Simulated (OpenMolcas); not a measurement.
**USVWN5/pcseg-1 (RICD fitting, PCM dimethylsulfoxide) run of CClF2 (chlorodifluoromethyl radical)**

What is the energy difference between two shapes of CClF2 (chlorodifluoromethyl radical) at USVWN5/pcseg-1 (RICD fitting, PCM dimethylsulfoxide)? 

The results are computed with OpenMolcas 26.06.

3 further runs of the same task are left out: 1 that didn't finish, 2 set aside as unsound or not needed.

### 1 The system as given

The species is CClF2 (4 atoms), meant as a doublet with charge 0. As SMILES, `F[C](F)Cl`. Geometry: relaxed at PBE0-D4/def2-TZVP.

Bond lengths: F1–C2 1.315 Å, C2–F3 1.315 Å, C2–Cl4 1.719 Å. Angles: F1–C2–F3 110.6°, F1–C2–Cl4 114.1°, F3–C2–Cl4 114.1°.

### 2 Energy and gradient at USVWN5/pcseg-1 (RICD fitting, PCM dimethylsulfoxide)

File job.input:

```
>>> EXPORT MOLCAS_PRINT=2

&GATEWAY
 BasLib=$CurrDir
 Coord
 4
 angstrom
 F        0.026200       0.169300       1.294600
 C       -0.230600      -0.190200       0.056400
 F        0.573000      -1.160700      -0.318600
 Cl      -0.313000       1.121200      -1.052700
 Basis=pcseg-1
 Group=NoSym
 RICD
 RF-Input
 PCM-Model
 Solvent=dimethylsulfoxide
 End of RF-Input

&SEWARD

&SCF
 UHF
 Spin=2
 KSDFT=SVWN5
 PrOrbitals=1 2

&ALASKA
```

The basis set pcseg-1 is read from a file made from the Basis Set Exchange's data (not shown).

On the command line:

```console
$ export MOLCAS_MEM=1860
$ pymolcas job.input > job.log
```

The log of the run, shortened:

```text
--- Start Module: gateway ---
[...]
--- Stop Module: gateway /rc=_RC_ALL_IS_WELL_ ---
[...]
      Basis functions           60
[...]
--- Start Module: scf ---
[...]
       Convergence after  12 Iterations
[...]
::    Total KS-DFT energy                            -694.7830311837
[...]
      Total spin, S                                     0.5005259368
[...]
      Total electronic charge=   41.000000
      Total            charge=   -0.000000
[...]
      Dipole Moment (debye):
      Origin of the operator (angstrom)=   -0.0274    0.2129   -0.2071
                   X= -1.0183E-02               Y=  1.9987E-01               Z= -1.6818E-01           Total=  2.6141E-01
      Quadrupole Moment (debye*angstrom):
[...]
--- Stop Module: scf /rc=_RC_ALL_IS_WELL_ ---
[...]
--- Start Module: alaska ---
[...]
 *              Molecular gradients               *
 **************************************************
  Irreducible representation: a
 ------------------------------------------------------------------------------------------
                              X                       Y                       Z
 ------------------------------------------------------------------------------------------
  F1               -1.72116917543508E-03   -1.98317760602063E-03   -4.08239000529420E-03
  C2                6.03634412037835E-03    4.24931943537965E-03   -1.47648133781858E-03
  F3               -3.65468812743330E-03    2.76013209239778E-03    1.64595450703420E-03
  CL4              -6.69486409200282E-04   -5.00826722238656E-03    3.89817112466417E-03
 ------------------------------------------------------------------------------------------
--- Stop Module: alaska /rc=_RC_ALL_IS_WELL_ ---
[...]
```

Run time: 6 s. Hardware: 1 thread of Arm Neoverse V2, shared host.

### 3 The distorted shape

File job.input:

```
&GATEWAY
  BasLib
  $CurrDir
  Coord
  4
  angstrom
  F        0.020270       0.177844       1.262439
  C       -0.253671      -0.183622       0.003273
  F        0.598095      -1.119158      -0.350139
  Cl      -0.302674       1.075962      -1.076861
  Basis
  pcseg-1
  Group
  NoSym
  RICD
  RF-Input
  PCM-Model
  Solvent=dimethylsulfoxide
  End of RF-Input

&SEWARD

&SCF
  UHF
  Spin
  2
  KSDFT
  SVWN5
  PrOrbitals
  1 2

&ALASKA
```

The basis set pcseg-1 is read from a file made from the Basis Set Exchange's data (not shown).

On the command line:

```console
$ export MOLCAS_MEM=1860
$ pymolcas job.input > job.log
```

The log of the run, shortened:

```text
--- Start Module: gateway ---
[...]
--- Stop Module: gateway /rc=_RC_ALL_IS_WELL_ ---
[...]
      Basis functions           60
[...]
--- Start Module: scf ---
[...]
       Convergence after  13 Iterations
[...]
::    Total KS-DFT energy                            -694.7803256872
[...]
      Total spin, S                                     0.5005184469
[...]
      Total electronic charge=   41.000000
      Total            charge=   -0.000000
[...]
      Dipole Moment (debye):
      Origin of the operator (angstrom)=   -0.0221    0.2064   -0.2387
                   X= -1.3607E-01               Y=  4.0325E-01               Z= -5.2448E-01           Total=  6.7543E-01
      Quadrupole Moment (debye*angstrom):
[...]
--- Stop Module: scf /rc=_RC_ALL_IS_WELL_ ---
[...]
--- Start Module: alaska ---
[...]
 *              Molecular gradients               *
 **************************************************
  Irreducible representation: a
 ------------------------------------------------------------------------------------------
                              X                       Y                       Z
 ------------------------------------------------------------------------------------------
  F1                5.63451481763155E-03   -1.62572731008392E-04    4.48810487097617E-03
  C2               -6.86822918654606E-03    1.57556979661706E-02   -2.93318815117833E-02
  F3               -3.83455645347297E-03    1.25744822746086E-02    3.25984312044802E-03
  CL4               5.07638337550453E-03   -2.81739422687970E-02    2.15949528369670E-02
 ------------------------------------------------------------------------------------------
--- Stop Module: alaska /rc=_RC_ALL_IS_WELL_ ---
[...]
```

Run time: 6.3 s. Hardware: 1 thread of Arm Neoverse V2, shared host.

### 4 Outcome

At USVWN5/pcseg-1 (RICD fitting, PCM dimethylsulfoxide):

| quantity | value |
| --- | --- |
| first shape: total energy | -694.78303 Eh |
| first shape: dipole moment | 0.26 D |
| first shape: HOMO energy (highest over α and β) | -5.54 eV |
| first shape: LUMO energy (lowest over α and β) | -3.94 eV |
| first shape: ⟨S²⟩ | 0.751 |
| first shape: largest force on an atom | 0.387 eV/Å |
| distorted shape: total energy | -694.78033 Eh |
| distorted shape: dipole moment | 0.68 D |
| distorted shape: HOMO energy (highest over α and β) | -5.63 eV |
| distorted shape: LUMO energy (lowest over α and β) | -4.03 eV |
| distorted shape: ⟨S²⟩ | 0.751 |
| distorted shape: largest force on an atom | 1.844 eV/Å |
| energy change with the atoms displaced | 0.074 eV |

**Reading.** With the atoms displaced the energy rises by 0.07 eV (7.1 kJ/mol). The first shape isn't relaxed at this level, so the change isn't measured from a minimum. The largest force (first shape) is 0.39 eV/Å: the shape isn't a stationary point for this species at this level. Mulliken charges (first shape) run from -0.17 on F1 to +0.38 on C2. Mulliken charges (distorted shape) run from -0.20 on F1 to +0.39 on C2.
